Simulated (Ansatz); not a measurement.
# How far each method lies from UCCSDT(Q) for BH4, doublet

Geometry: displaced at random from a stationary point.

```tsv
atom	x (Å)	y (Å)	z (Å)
B	0.0073	-0.0003	0.0112
H	0.4211	0.7961	0.8107
H	-0.3699	-0.7648	0.7679
H	-0.4612	0.7887	-0.8282
H	0.3317	-0.8172	-0.8700
```

Basis cc-pVDZ; Ansatz 0.2.0. Correlated methods freeze the noble-gas cores, which leaves 7 electrons in 33 orbitals. Prefix R: restricted or restricted open-shell reference; prefix U: unrestricted. Active spaces: valence = (7e, 8o) chosen from the atoms' valence shells.

Full CI isn't at hand for all of this; UCCSDT(Q) serves as the reference, and is uncertain by about the last step of the cluster series. The frozen core follows each run's orbitals, which can shift R against U totals by a few meV.

For open shells CISD is restricted-active-space CI with the open shells as a complete middle space.

- UHF ⟨S²⟩: 0.768
- T1 diagnostic (RCCSD): 0.0182
- largest doubles amplitude (RCCSD): 0.045
- T1 diagnostic (UCCSD): 0.0171

| level | E − E(RHF) (eV) |
| --- | --- |
| UHF | -0.1444 |
| RMP2 | -3.3126 |
| UMP2 | -3.2800 |
| RCCSD | -4.0445 |
| UCCSD | -4.0461 |
| RCCSD(T) | -4.1306 |
| UCCSD(T) | -4.1298 |

Problem. Estimate how far UCCSDT(Q) in cc-pVDZ lies from RCCSD(T). The table doesn't fix it; the size of (T) and the diagnostics are the guide.

Solution. UCCSDT(Q) in cc-pVDZ lies 21 meV below RCCSD(T), which is 24 % of the (T) step (-86 meV). The diagnostics are small and one determinant leads, so the series closes fast and only a small part of (T) is left.

The other levels:

```tsv
level	E − E(UCCSDT(Q)) (meV)	share of correlation (%)	wall time
CISD	262	93.69	1 s
BCCD(T)	22	99.48	0.6 s
RCCSDT	3	99.93	–
UCCSDT	3	99.93	–
RCCSDT(Q)	0	100.00	8 s
CASSCF (valence space)	2438	41.28	–
NEVPT2 (valence space)	631	84.79	2.1 s
MRCISD (valence space)	105	97.47	–
MRCISD+Q (valence space)	8	99.81	3.6 s
```

The correlation energy at UCCSDT(Q), counted from RHF, is -4.152 eV. That run took 7.5 s on 1 thread of Intel Xeon Platinum 8259CL, shared host.

Times hold each run's SCF and search for its determinant on a shared host, so for small cases they say little of a method's own cost; they ran on 1 thread of Intel Xeon Platinum 8259CL.

Natural occupations of CASSCF (valence space) about the gap: 1.983 1.966 1.963 1.006 0.029 0.020 0.017 0.015; effectively unpaired electrons, Σ n²(2−n)², 1.02.
